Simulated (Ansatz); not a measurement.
Zinc-blende AgI (metastable phase): PBE at its full settings (plane-wave cutoff 520 eV, 10×10×10 k mesh, Fermi–Dirac smearing 0.01 eV, no spin polarisation, scalar-relativistic PAW data made under PBE) and at cheaper ones, in a cell of 2 atoms with Γ-centred meshes.

```
level and setting                              equilibrium lattice constant a (Å)  bulk modulus (GPa)
---------------------------------------------  ----------------------------------  ------------------
PBE (Ansatz)                                                                6.628                26.0
PBE (2×2×2 k mesh) (Ansatz)                                                     …                   …
PBE (4×4×4 k mesh) (Ansatz)                                                 6.638                25.9
PBE (6×6×6 k mesh) (Ansatz)                                                 6.628                26.0
PBE (Fermi-Dirac smearing of 0.3 eV) (Ansatz)                               6.630                25.9
```

**Question.** Estimate the withheld entries.

**Answer.** 
- PBE (2×2×2 k mesh) (Ansatz, a quantum-chemistry and plane-wave program), equilibrium lattice constant a (Å): 6.844
- PBE (2×2×2 k mesh) (Ansatz), bulk modulus (GPa): 20.1

Largest shifts from the full settings: lattice constant a +3.26 % (PBE (2×2×2 k mesh)), against a difference of +1.98 % of the full result from the reference 6.499 Å (measured, temperature not stated, not corrected to a static lattice; as tabulated in Jana et al. (2018), arXiv:1803.03840); bulk modulus -23 % (PBE (2×2×2 k mesh)).

The full settings aren't shown to be converged themselves.

Ansatz's density-functional and Hartree–Fock values are scalar-relativistic unless marked +SOC, with PAW data made under PBE.

Run with cheap settings on purpose, which may leave them unconverged: PBE (2×2×2 k mesh), PBE (4×4×4 k mesh), PBE (6×6×6 k mesh), PBE (Fermi-Dirac smearing of 0.3 eV).
